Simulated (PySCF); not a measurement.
# CH5B (CH3BH2): the cost of one run

Computed with PySCF 2.14.0, with density-fitted response routines of our own, on a single molecule in the gas phase. Atoms count from 0, in the outputs and in this text.

**1. The starting structure**

7 atoms, charge 0, multiplicity 1; geometry from: GFN2-xTB. The atoms were then displaced at random by about 0.01 Å, so the start is not that level's minimum.

Bonds of the start (Å): B0–C1 1.59, B0–H2 1.13, B0–H3 1.20, C1–H4 1.08, C1–H5 1.08, C1–H6 1.08.

**2. Relaxing the molecule at PBE0-D3(BJ)/def2-TZVP**

The job: settings as JSON, then the geometry in Å.

```
{"job": {"xc": "PBE0", "basis": "def2-TZVP", "d3": "d3bj", "grid": 2, "shake": 0.01, "kind": "geom"}, "charge": 0, "multiplicity": 1}
B      0.915510     0.071220     0.004110
C     -0.663190    -0.107230    -0.013980
H      1.608280    -0.809490    -0.123570
H      1.363200     1.178210     0.124350
H     -1.095160     0.267290     0.904010
H     -0.993370    -1.124400    -0.143740
H     -1.101310     0.495300    -0.801110
```

Command:

```bash
OMP_NUM_THREADS=1 python probes_run.py task.json out
```

This one command runs all jobs of the session in turn.

**Question.** How long does this first job take on 1 thread of Intel Xeon Platinum 8488C, shared host, and how much memory does it need?

About 12 s, with a peak of 0.41 GiB.
